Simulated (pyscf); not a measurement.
Single points on ωB97X-D3(BJ)/def2-SVP structures (PySCF, gas phase).

### Question
Estimate by transition-state theory the rate constant of H₃Si–SiH•–SiH₃ + H₂ → H₃Si–SiH₂–SiH₃ + H• (doublet surface; H–H broken, H–Si formed) at 298 K, with ωB97M-D3(BJ)/def2-TZVP energies (ideal gas, 1 atm, RRHO with modes under 100 cm⁻¹ raised to 100, one conformer, R ln 2 for chiral ones without a mode under 150 cm⁻¹; no tunnelling).

### Answer
The electronic barrier is 21.1 kcal/mol and the thermal terms add +5.0, so ΔG‡ = 26.0 kcal/mol. With k_BT/h = 6.21e+12 s⁻¹ and RT = 0.592 kcal/mol, and a volume of 4.06e-20 cm³ per molecule at 1 atm, k = 2.1e-26 cm³ molecule⁻¹ s⁻¹. Wigner's tunnelling factor for 819i cm⁻¹ would be 1.65, likely too low at so high a frequency. A shift of 1 kcal/mol in the barrier changes k by a factor 5.4. One saddle was located; it need not be the lowest between these sides. The angle at the transferred H is 178°.
